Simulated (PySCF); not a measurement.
# Molecular orbitals of BF⁺

PBE0 at R = 1.215 Å; basis B def2-TZVP, F def2-TZVP; no relativity; PySCF 2.14. State: ²Σ⁺ (doublet), unpaired electrons σ ↑. Only the outer orbitals are listed, counted within each symmetry.

```json
{"spin": "α", "orbital": "3σ", "occ.": "1", "ε (eV)": "-45.69", "on B (%)": "15", "main shells (%)": "82 F s"}
{"spin": "α", "orbital": "4σ", "occ.": "1", "ε (eV)": "-26.45", "on B (%)": "17", "main shells (%)": "72 F p, 13 B s, 11 F s"}
{"spin": "α", "orbital": "1π", "occ.": "1", "ε (eV)": "-23.93", "on B (%)": "15", "main shells (%)": "85 F p, 12 B p"}
{"spin": "α", "orbital": "1π", "occ.": "1", "ε (eV)": "-23.93", "on B (%)": "15", "main shells (%)": "85 F p, 12 B p"}
{"spin": "α", "orbital": "5σ", "occ.": "1", "ε (eV)": "-19.64", "on B (%)": "97", "main shells (%)": "66 B s, 31 B p"}
{"spin": "α", "orbital": "2π", "occ.": "0", "ε (eV)": "-10.52", "on B (%)": "91", "main shells (%)": "90 B p, 8 F p"}
{"spin": "α", "orbital": "2π", "occ.": "0", "ε (eV)": "-10.52", "on B (%)": "91", "main shells (%)": "90 B p, 8 F p"}
{"spin": "α", "orbital": "6σ", "occ.": "0", "ε (eV)": "-4.75", "on B (%)": "89", "main shells (%)": "37 B p, 36 B s, 16 B d"}
{"spin": "β", "orbital": "3σ", "occ.": "1", "ε (eV)": "-45.65", "on B (%)": "15", "main shells (%)": "82 F s"}
{"spin": "β", "orbital": "4σ", "occ.": "1", "ε (eV)": "-26.25", "on B (%)": "16", "main shells (%)": "73 F p, 10 F s, 10 B s"}
{"spin": "β", "orbital": "1π", "occ.": "1", "ε (eV)": "-23.95", "on B (%)": "12", "main shells (%)": "87 F p, 9 B p"}
{"spin": "β", "orbital": "1π", "occ.": "1", "ε (eV)": "-23.95", "on B (%)": "12", "main shells (%)": "87 F p, 9 B p"}
{"spin": "β", "orbital": "5σ", "occ.": "0", "ε (eV)": "-13.26", "on B (%)": "97", "main shells (%)": "76 B s, 21 B p"}
{"spin": "β", "orbital": "2π", "occ.": "0", "ε (eV)": "-8.73", "on B (%)": "94", "main shells (%)": "94 B p"}
{"spin": "β", "orbital": "2π", "occ.": "0", "ε (eV)": "-8.73", "on B (%)": "94", "main shells (%)": "94 B p"}
```

Question: Which are the highest filled and the lowest empty level, where do they sit, and how wide is the gap?

Answer: Highest filled α 5σ at -19.64 eV (in %: 66 B s, 31 B p); lowest empty β 5σ at -13.26 eV (in %: 76 B s, 21 B p); the gap at PBE0 is 6.38 eV.

| Property | Result |
| --- | --- |
| bond order (Mayer) | 1.77 |
| ⟨S²⟩ | 0.753 |
| charge on B (Mulliken, basis-dependent) | 0.85 |
| charge on B (Löwdin, basis-dependent) | 0.39 |
| dipole moment (positive dipole points towards F; it is taken about the centre of mass and depends on that origin) | -3.41 D |
| polarisability along the bond | 9.4 bohr³ |
| polarisability across the bond | 9.2 bohr³ |

The state was picked by a PBE0 search and need not be the measured ground state.
